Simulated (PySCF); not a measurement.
# Energy profile

The step: CH₆BN ([CH3][BH][NH2]) → CH₃B ([BH][CH2]) + NH₃ (still joined by a long B–N bond); bonds formed: N2–H4; bonds broken: C3–H4; bonds weakened to dative contacts: B1–N2 (atoms numbered as in the saddle structure below).

```xyz
9
angstrom
B -0.5540 0.3797 -0.2199
N 0.4469 0.6041 0.9539
C -0.0871 -0.7552 -0.9998
H 0.1835 -0.6052 0.5354
H -1.6476 0.8487 -0.1306
H 1.3690 0.9661 0.7598
H 0.0802 0.9345 1.8316
H -0.7462 -1.3055 -1.6629
H 0.9554 -1.0674 -1.0674
```

Electronic energies by CCSD(T) at an estimated basis limit (MP2 extrapolated from triple and quadruple zeta, plus CCSD(T) − MP2 in triple zeta), on PBE0-D4/def2-TZVP structures; CH6BN, singlet; no counterpoise correction. PySCF 2.14 with density fitting (its default auxiliary sets; JK sets also for MP2 and CCSD(T)); basis: def2-TZVPP and def2-QZVPP; cores frozen in the correlated methods. Extrapolation: Hartree–Fock as exp(−7.88 √X), correlation as X^−2.97.

**Question.** Give the profile in eV, counted from the start structure. (Judge from chemistry; the value comes from the calculation.)

**Answer.** Computed:
| point | eV |
| --- | --- |
| start structure | 0.000 |
| saddle | 3.380 |
| end structure | 2.053 |
| separated: CH3B (linked as [BH][CH2]; B1, C3, H5, H8, H9; singlet) + NH3 (N2, H4, H6, H7; singlet) | 3.482 |

T1 diagnostic: at most 0.015.

For scale, one of the runs: CCSD(T)/def2-TZVPP, 177 basis functions, launched by `OMP_NUM_THREADS=4 python run.py`. Hardware: 4 CPU threads of an Arm Neoverse V1, shared host. Wall time 2.9 min; peak host memory 1.5 GiB.
